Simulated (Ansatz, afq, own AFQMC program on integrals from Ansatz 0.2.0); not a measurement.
# Atomization energy of SiH2, triplet

```tsv
atom	x (Å)	y (Å)	z (Å)
Si	0.0000	-0.0507	0.0000
H	0.0000	0.7069	-1.2784
H	0.0000	0.7069	1.2784
```

Atoms in their ground-state spins without spin–orbit coupling (mostly on UHF) minus the molecule (UHF), without zero-point energy. The geometry is a stationary point, not shown to be a minimum.

Basis cc-pVDZ. Only valence electrons are correlated. Ansatz 0.2.0 and our own AFQMC program on the same integrals; the CISD trial comes from CCSD amplitudes, and released means the phaseless constraint is let go. Free projection: walkers drawn from exp(T), propagated without any constraint. Its projection time is finite, and what remains of the start isn't in its error. ± is one standard error of the sampling. The errors of all members are added in quadrature.

Full CI on the same integrals is exact in this basis and with this determinant's frozen core.

Errors are counted within cc-pVDZ, not against nature.

Cautions: SiH₂ (triplet): another spin lies lower.

Reference (full CI): 510.2 kJ/mol.

```csv
level,atomization energy (kJ/mol),error against FCI (kJ/mol)
HF,427.7,-82.5
MP2,499.9,-10.3
CCSD,507.5,-2.7
CCSD(T),509.7,-0.5
CCSDT,510.2,0.0
CCSDT(Q),510.2,0.0
ph-AFQMC/HF,517.9 ± 1.7,7.7 ± 1.7
ph-AFQMC/CISD,510.5 ± 0.1,0.3 ± 0.1
released AFQMC,510.5 ± 0.1,0.3 ± 0.1
free AFQMC,510.2 ± 0.07,0.0 ± 0.07
```

Correlation beyond CCSD(T) adds 0.5 kJ/mol. The perturbative (T) step is worth +2.2 kJ/mol.

CCSDT and higher add their correlation energy to the determinant of the CCSD(T) run, since their own runs factorise the integrals more tightly (a shift of under 2 meV). Free projections are given only where their last times agree within the noise and don't stop above the reference; a slow remainder of the start can still hide under it. A walk keeps the symmetry of its determinant, which the program's search chose and which needn't be the lowest solution, so a lower state of the same spin and another symmetry isn't excluded. Released energies are given only where the last usable release times agree within the noise; a slower fall can still hide under it.
